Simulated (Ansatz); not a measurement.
**One shape, several levels: BSiH5 (BH2(SiH3))**

Aim: a comparison of 6 runs (SVWN5/STO-3G, UPBE/STO-3G, r2SCAN/STO-3G, wB97X/STO-3G, RPA@PBE/STO-3G, CCSD/STO-3G) of BSiH5 (BH2(SiH3)). 

Program for the calculation: Ansatz 0.2.0.

49 further runs of the same task are left out: 1 that didn't finish, 48 set aside as unsound or not needed.

### Step 1. The system as given

BSiH5 has 7 atoms, charge 0, and is taken as a singlet. SMILES: `[H]B([H])[SiH3]`. The H7–Si4 distance was set to 2.211 Å, away from the relaxed value. At this shape a bond of the SMILES string is far longer than usual.

Bond lengths: B1–Si4 1.956 Å, B1–H2 1.170 Å, B1–H3 1.170 Å, Si4–H5 1.472 Å, Si4–H6 1.472 Å. Angles: B1–Si4–H5 115.1°, B1–Si4–H6 115.2°, H2–B1–Si4 121.7°, H3–B1–Si4 121.7°, H5–Si4–H6 104.4°, H2–B1–H3 116.6°. A long bond or contact: Si4–H7 2.211 Å.

### Step 2. A single-point energy at SVWN5/STO-3G (run 1)

Contents of input.yaml:

```yaml
crystal:
  periodic: [false, false, false]
  atoms:
    - symbol: B
      position_ang: [0.711187, 1.286864, 0.690025]
    - symbol: H
      position_ang: [1.880787, 1.325234, 0.711465]
    - symbol: H
      position_ang: [0.154867, 2.315284, 0.636065]
    - symbol: Si
      position_ang: [-0.262033, -0.409666, 0.702465]
    - symbol: H
      position_ang: [-1.598103, -0.357406, 1.317055]
    - symbol: H
      position_ang: [0.416177, -1.515876, 1.397135]
    - symbol: H
      position_ang: [-0.608990, -1.154610, -1.349820]
basis:
  gaussian:
    orbitals: STO-3G
hamiltonian:
  xc: {name: SVWN5}
accuracy: high
```

Launch:

```sh
$ ansatz run input.yaml --threads 1 --pin off --max-ram 2610MiB --events-out events.jsonl --progress --plain --runs-dir runs
```

Standard output:

```text
Warning: RAYON_NUM_THREADS=1 ignored (pool sized by the plan → 1); use --threads N
Functional definition: SVWN5
  name "SVWN5"
  exchange = slater_x
  correlation = vwn5_c
333 factors; integrals over basis functions are off by at most 1.5e-8 eV
mean field evaluation 1: about -8488.0795 eV, gradient 1.9e1 eV
mean field evaluation 2: about -8483.1862 eV, gradient 2.9e1 eV
mean field evaluation 4: about -8489.5019 eV, gradient 2.9e0 eV
mean field evaluation 8: about -8489.4408 eV, gradient 2.0e-1 eV
mean field evaluation 16: about -8489.4411 eV, gradient 1.6e-6 eV
mean field -8489.44106008 eV, -311.9812046082 hartree, gradient 1.1e-8 eV, S^2 0.000000; 0 other end points of the search recorded, 0 dependent functions left out
reference -8489.44106210 eV, -311.9812046823 hartree; 12, 12 occupied and 7, 7 virtual orbitals, 333 factors
Total energy: -8489.44106210 eV, -311.9812046823 hartree
```

Run time: 0.66 s. Hardware: 1 thread of Arm Neoverse V2, shared host; peak memory 0.094 GiB.

### Step 3. The energy at UPBE/STO-3G (run 2)

Contents of job.yaml:

```yaml
crystal:
  periodic: [false, false, false]
  atoms:
    - {symbol: B, position_ang: [0.711187, 1.286864, 0.690025]}
    - {symbol: H, position_ang: [1.880787, 1.325234, 0.711465]}
    - {symbol: H, position_ang: [0.154867, 2.315284, 0.636065]}
    - {symbol: Si, position_ang: [-0.262033, -0.409666, 0.702465]}
    - {symbol: H, position_ang: [-1.598103, -0.357406, 1.317055]}
    - {symbol: H, position_ang: [0.416177, -1.515876, 1.397135]}
    - {symbol: H, position_ang: [-0.608990, -1.154610, -1.349820]}
basis:
  gaussian:
    orbitals: STO-3G
hamiltonian:
  xc: {name: PBE}
accuracy: high
magnetization:
  spin_polarized: true
```

Launch:

```sh
$ ansatz run job.yaml --threads 1 --pin off --max-ram 2610MiB --events-out events.jsonl --progress --plain --runs-dir runs
```

Standard output:

```text
Warning: RAYON_NUM_THREADS=1 ignored (pool sized by the plan → 1); use --threads N
Functional definition: PBE
  name "PBE"
  parameter kappa = 0.804
  parameter beta = 0.06672455060314922
  exchange = pbe_x(kappa = kappa, mu = beta*pi^2/3)
  correlation = pbe_c(beta = beta)
333 factors; integrals over basis functions are off by at most 1.5e-8 eV
mean field evaluation 1: about -8523.4955 eV, gradient 1.5e1 eV
mean field evaluation 2: about -8517.4104 eV, gradient 2.2e1 eV
mean field evaluation 4: about -8525.4609 eV, gradient 2.5e0 eV
mean field evaluation 8: about -8525.4282 eV, gradient 2.4e-1 eV
mean field evaluation 16: about -8525.4289 eV, gradient 1.1e-6 eV
mean field -8525.42890691 eV, -313.3037335858 hartree, gradient 7.6e-8 eV, S^2 0.000000; 1 other end points of the search recorded, 0 dependent functions left out
reference -8525.42890899 eV, -313.3037336620 hartree; 12, 12 occupied and 7, 7 virtual orbitals, 333 factors
Total energy: -8525.42890899 eV, -313.3037336620 hartree
```

It took 1.7 s on 1 thread of Arm Neoverse V2, shared host; peak memory 0.14 GiB.

Runs 3 to 5 aren't shown in full; the table further down has their settings and results.

### Step 4. A single-point energy at CCSD/STO-3G (run 6)

Contents of run.yaml:

```yaml
crystal:
  periodic: [false, false, false]
  atoms:
    - {symbol: B, position_ang: [0.711187, 1.286864, 0.690025]}
    - {symbol: H, position_ang: [1.880787, 1.325234, 0.711465]}
    - {symbol: H, position_ang: [0.154867, 2.315284, 0.636065]}
    - {symbol: Si, position_ang: [-0.262033, -0.409666, 0.702465]}
    - {symbol: H, position_ang: [-1.598103, -0.357406, 1.317055]}
    - {symbol: H, position_ang: [0.416177, -1.515876, 1.397135]}
    - {symbol: H, position_ang: [-0.608990, -1.154610, -1.349820]}
basis:
  gaussian:
    orbitals: STO-3G
correlation:
  method: ccsd
  frozen_orbitals: {B: 1, H: 0, Si: 5}
accuracy: high
scf:
  omitted_lower_state_checks: [cluster_reference, increment]
```

Launch:

```sh
$ ansatz run run.yaml --threads 1 --pin off --max-ram 2610MiB --events-out events.jsonl --progress --plain --runs-dir runs
```

Standard output (excerpt; [...] marks lines left out):

```text
Warning: RAYON_NUM_THREADS=1 ignored (pool sized by the plan → 1); use --threads N
Functional definition: HF
  name "HF"
[...]
333 factors; integrals over basis functions are off by at most 1.5e-8 eV
[...]
mean field -8509.03107194 eV, -312.7011242653 hartree, gradient 8.6e-8 eV, S^2 0.000000; 0 other end points of the search recorded, 0 dependent functions left out; unrestricted orbitals would lower it
6 core orbitals not correlated: weight in the atoms' cores, before any rotation towards them, 1.000 or more for the frozen orbitals, at most 0.000 for the correlated occupied ones
reference -8509.03107194 eV, -312.7011242653 hartree; 6, 6 occupied and 7, 7 virtual orbitals, 333 factors
second order -2.60081777 eV of doubles, -0.00000000 eV of singles
cycle   1  -3.44923793 eV  change   -8.5e-1 eV  update   1.0e-1
[...]
cycle  23  -4.02133068 eV  change  -5.5e-10 eV  update  2.9e-10
Total energy: -8513.05240261 eV, -312.8489054418 hartree
Checks for a lower state left out: cluster_reference, increment
```

Run time: 0.12 s. Hardware: 1 thread of Arm Neoverse V2, shared host.

### Step 5. All runs side by side

```csv
run,level,frozen core orbitals,energy (Eh),wall time
1,SVWN5/STO-3G,–,-311.981205,0.66 s
2,UPBE/STO-3G,–,-313.303734,1.7 s
3,r2SCAN/STO-3G,–,-313.472657,2.4 s
4,wB97X/STO-3G,–,-313.496251,5.1 s
5,RPA@PBE/STO-3G,6,-312.907180,1.5 s
6,CCSD/STO-3G,6,-312.848905,0.12 s
```

### Step 6. What came out

```
                                          quantity          value
                               run 6: total energy  -312.84891 Eh
run 6: correlation energy (6 core orbitals frozen)     -147.8 mEh
                              run 6: T1 diagnostic          0.015
```

What this shows: Totals of different functionals can't be ranked against each other. In run 6 the log says that unrestricted orbitals would lower the reference, so the values rest on an unstable closed-shell determinant (other closed-shell runs at this shape may share the fault). In runs 1, 2, 3, 4, 5, 6 the basis is minimal, so the values are rough. All runs together took 12 s, the longest 5.1 s.
